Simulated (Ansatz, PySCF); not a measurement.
Bond stretch in SiO, singlet.

Levels of theory: RKS-CAM-B3LYP = restricted CAM-B3LYP/cc-pVTZ in PySCF; RCCSDT(Q) = CCSDT(Q) on RHF/cc-pVTZ, frozen core (Ansatz, a program for electronic structure); RHF/cc-pVTZ (PySCF); RKS-B3LYP = restricted B3LYP/cc-pVTZ (PySCF); RCCSDT = Ansatz with CCSDT on RHF/cc-pVTZ, frozen core.

Energies are in kJ/mol, each relative to the lowest point of its own curve near equilibrium.

```tsv
R / Å	RKS-CAM-B3LYP	RCCSDT(Q)	RHF	RKS-B3LYP	RCCSDT
1.14	886.9	933.5	850.3	904.9	930.3
1.20	542.2	579.8	507.3	557.6	576.9
1.29	223.5	249.5	195.3	234.9	247.1
1.37	76.1	92.8	57.0	83.6	91.0
1.43	21.7	31.7	10.9	26.1	30.5
1.47	4.9	10.4	0.0	7.1	9.6
1.51	0.0	1.0	1.5	0.0	0.7
1.53	1.3	0.0	6.1	0.1	0.0
1.61	25.7	14.9	44.1	19.7	16.2
1.65	46.6	30.7	72.2	38.1	32.9
1.75	115.0	85.3	158.6	100.0	90.2
1.87	213.7	164.0	278.7	190.3	174.1
2.05	370.1	275.1	463.1	333.2	304.9
2.29	564.7	188.0	665.1	509.2	448.7
2.50	710.9	834.3	768.7	639.3	856.6
2.76	857.3	904.8	840.3	769.0	909.9
2.99	947.1	949.1	877.2	858.6	952.1
3.33	1020.4	995.6	908.8	956.7	999.5
3.73	1067.9	1023.8	927.6	1023.2	1028.9
4.10	1094.7	1033.2	936.3	1051.1	1039.0
4.50	1113.2	1036.2	941.0	1068.8	1042.6
5.21	1131.6	1037.5	944.4	1086.0	1044.3
6.02	1141.2	1037.8	945.8	1095.3	1044.8
```

At the longest distance, 6.02 Å, RKS-CAM-B3LYP lies highest above its minimum (1141.2 kJ/mol) and RHF lowest (945.8 kJ/mol).

At the longest distance RKS-CAM-B3LYP, RKS-B3LYP leaves fractional charges on the fragments, a sign of delocalisation error or of the restricted form. The restricted form behind RKS-CAM-B3LYP, RHF, RKS-B3LYP keeps the bonding electrons paired and can't separate into open-shell fragments. The T1 diagnostic of CCSD on the restricted reference of RCCSDT(Q), RCCSDT exceeds 0.045 at 1.87 to 3.33 Å.
